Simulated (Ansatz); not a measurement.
**HCl (SMILES Cl): levels of theory compared**

Wanted: a comparison of 6 runs (B3LYP/6-31G*, PBE0/def2-SVP, PBE0/pcseg-2, MP2/3-21G, MP2/6-31G*, CCSD(T)/STO-3G) of HCl. 

The calculation is run with Ansatz 0.2.0.

8 further runs of the same task are left out: 1 for a known fault of the program, 1 that didn't finish, 6 set aside as unsound or not needed.

## (1) The molecule

HCl: 2 atoms, total charge 0, spin state singlet. SMILES: `Cl`. The shape is that of a PBE0-D4/def2-TZVP optimisation.

Bond lengths: Cl1–H2 1.279 Å.

## (2) Energy and forces at B3LYP/6-31G(d) (Cartesian functions) (run 1)

in.yaml reads:

```yaml
crystal:
  periodic: [false, false, false]
  atoms:
    - symbol: Cl
      position_ang: [0.546000, -0.178500, 0.280800]
    - symbol: H
      position_ang: [-0.546000, 0.178500, -0.280800]
basis:
  gaussian:
    orbitals: "6-31G*"
hamiltonian:
  xc: {name: B3LYP}
accuracy: high
output:
  forces: true
  orbitals: {seedname: orbitals}
```

Started as:

```
$ ansatz run in.yaml --threads 1 --pin off --max-ram 2610MiB --events-out events.jsonl --progress --plain --runs-dir runs
```

Log:

```text
Warning: RAYON_NUM_THREADS=1 ignored (pool sized by the plan → 1); use --threads N
Functional definition: B3LYP
  name "B3LYP"
  parameter a0 = 0.2
  parameter ax = 0.72
  parameter ac = 0.81
  exchange = (1 - a0 - ax)*slater_x + ax*b88_x + a0*exact_x
  correlation = (1 - ac)*vwn_rpa_c + ac*lyp_c
328 factors; integrals over basis functions are off by at most 3.1e-9 eV
mean field evaluation 1: about -12538.6126 eV, gradient 9.6e0 eV
mean field evaluation 2: about -12538.6650 eV, gradient 9.3e0 eV
mean field evaluation 4: about -12538.8916 eV, gradient 2.3e-1 eV
mean field evaluation 8: about -12538.8878 eV, gradient 8.4e-4 eV
mean field evaluation 16: about -12538.8878 eV, gradient 2.7e-8 eV
mean field -12538.88782052 eV, -460.7956282408 hartree, gradient 2.7e-8 eV, S^2 0.000000; 0 other end points of the search recorded, 0 dependent functions left out
the calculation of the forces begins
reference -12538.88784403 eV, -460.7956291048 hartree; 9, 9 occupied and 12, 12 virtual orbitals, 328 factors
Total energy: -12538.88784403 eV, -460.7956291048 hartree
Atom 0 at     0.546000    -0.178500     0.280800 Å, force     0.293821    -0.096057     0.151108 eV/Å
Atom 1 at    -0.546000     0.178500    -0.280800 Å, force    -0.293821     0.096057    -0.151108 eV/Å
Dipole moment:    -0.260094     0.085031    -0.133763 e Å
```

Run time: 0.83 s. Hardware: 1 thread of Intel Xeon Platinum 8259CL at 2.50GHz (Skylake/Cascade Lake), shared host.

## (3) Energy and gradient at PBE0/def2-SVP (run 2)

in.yaml reads:

```yaml
crystal:
  periodic: [false, false, false]
  atoms:
    - {symbol: Cl, position_ang: [0.546000, -0.178500, 0.280800]}
    - {symbol: H, position_ang: [-0.546000, 0.178500, -0.280800]}
basis:
  gaussian:
    orbitals: def2-SVP
hamiltonian:
  xc: pbe0
accuracy: high
output:
  forces: true
  orbitals: {seedname: orbitals}
```

Started as:

```
$ ansatz run in.yaml --threads 1 --pin off --max-ram 2610MiB --events-out events.jsonl --progress --plain --runs-dir runs
```

Log, cut to the lines that bear on the results:

```text
Warning: RAYON_NUM_THREADS=1 ignored (pool sized by the plan → 1); use --threads N
Functional definition: PBE0
  name "PBE0"
[...]
359 factors; integrals over basis functions are off by at most 4.0e-9 eV
[...]
mean field -12530.89986310 eV, -460.5020762201 hartree, gradient 5.0e-8 eV, S^2 0.000000; 0 other end points of the search recorded, 0 dependent functions left out
[...]
reference -12530.89986418 eV, -460.5020762595 hartree; 9, 9 occupied and 14, 14 virtual orbitals, 359 factors
Total energy: -12530.89986418 eV, -460.5020762595 hartree
Atom 0 at     0.546000    -0.178500     0.280800 Å, force     0.180125    -0.058887     0.092636 eV/Å
Atom 1 at    -0.546000     0.178500    -0.280800 Å, force    -0.180125     0.058887    -0.092636 eV/Å
Dipole moment:    -0.243838     0.079716    -0.125402 e Å
```

Run time: 0.68 s. Hardware: 1 thread of Intel Xeon Platinum 8259CL at 2.50GHz (Skylake/Cascade Lake), shared host.

Runs 3 to 5 aren't shown in full; the table further down has their settings and results.

## (4) Energy and gradient at CCSD(T)/STO-3G (run 6)

molecule.yaml reads:

```yaml
crystal:
  periodic: [false, false, false]
  atoms:
    - symbol: Cl
      position_ang: [0.546000, -0.178500, 0.280800]
    - symbol: H
      position_ang: [-0.546000, 0.178500, -0.280800]
basis:
  gaussian:
    orbitals: STO-3G
correlation:
  method: ccsd_t
  frozen_orbitals: {Cl: 5, H: 0}
accuracy: high
scf:
  omitted_lower_state_checks: [cluster_reference, increment]
output: {forces: true, orbitals: {seedname: orbitals}}
```

Started as:

```
$ ansatz run molecule.yaml --threads 1 --pin off --max-ram 2610MiB --events-out events.jsonl --progress --plain --runs-dir runs
```

Log, cut to the lines that bear on the results:

```text
Warning: RAYON_NUM_THREADS=1 ignored (pool sized by the plan → 1); use --threads N
Functional definition: HF
  name "HF"
[...]
144 factors; integrals over basis functions are off by at most 3.0e-9 eV
[...]
mean field -12384.85597129 eV, -455.1350621879 hartree, gradient 3.0e-8 eV, S^2 0.000000; 0 other end points of the search recorded, 0 dependent functions left out
5 core orbitals not correlated: weight in the atoms' cores, before any rotation towards them, 1.000 or more for the frozen orbitals, at most 0.000 for the correlated occupied ones
reference -12384.85597129 eV, -455.1350621879 hartree; 4, 4 occupied and 1, 1 virtual orbitals, 144 factors
second order -0.35070517 eV of doubles, -0.00000000 eV of singles
cycle   1  -0.45859810 eV  change   -1.1e-1 eV  update   2.8e-2
[...]
cycle  11  -0.52153796 eV  change   4.7e-11 eV  update  2.9e-11
perturbative correction -0.00000000 eV, -0.0000000000 hartree
[...]
Total energy: -12385.37750925 eV, -455.1542283544 hartree
Atom 0 at     0.546000    -0.178500     0.280800 Å, force     2.146127    -0.701619     1.103723 eV/Å
Atom 1 at    -0.546000     0.178500    -0.280800 Å, force    -2.146127     0.701619    -1.103723 eV/Å
Dipole moment:    -0.277743     0.090801    -0.142839 e Å
Checks for a lower state left out: cluster_reference, increment
```

Wall time 0.16 s (1 thread of Intel Xeon Platinum 8259CL at 2.50GHz (Skylake/Cascade Lake), shared host).

## (5) The series

```csv
run,level,Cartesian functions,frozen core orbitals,energy (Eh),dipole moment (D),HOMO energy (eV),LUMO energy (eV),wall time
1,B3LYP/6-31G* (Cartesian functions),yes,–,-460.795629,1.46,-9.03,0.38,0.83 s
2,PBE0/def2-SVP,no,–,-460.502076,1.37,-9.03,0.95,0.68 s
3,PBE0/pcseg-2,no,–,-460.673513,1.28,-9.47,0.13,1.4 s
4,MP2/3-21G,no,5,-457.921402,1.75,-13.04,4.67,0.16 s
5,MP2/6-31G* (spherical functions),no,5,-460.188939,1.53,-12.93,4.50,0.28 s
6,CCSD(T)/STO-3G,no,5,-455.154228,1.56,-11.51,10.92,0.16 s
```

## (6) Results

| quantity | value |
| --- | --- |
| run 6: total energy | -455.15423 Eh |
| run 6: dipole moment (correlated density) | 1.56 D |
| run 6: HOMO energy (Hartree–Fock orbitals) | -11.51 eV |
| run 6: LUMO energy (Hartree–Fock orbitals) | 10.92 eV |
| run 6: HOMO–LUMO gap (Hartree–Fock orbitals) | 22.43 eV |
| run 6: correlation energy (5 core orbitals frozen) | -19.2 mEh |
| run 6: (T) correction | 0.00 mEh |
| run 6: T1 diagnostic | 0.004 |
| run 6: largest force on an atom | 2.513 eV/Å |

What this shows: The dipole moment (its size) runs from 1.28 D (PBE0/pcseg-2) to 1.75 D (MP2/3-21G). The two ends differ in method and basis. Over runs 1, 2, 3 the HOMO–LUMO gap runs from 9.40 eV (B3LYP/6-31G*) to 9.98 eV (PBE0/def2-SVP). Totals of different functionals can't be ranked against each other. In run 6 the basis is minimal, so the values are rough. All runs together took 3.5 s, the longest 1.4 s.
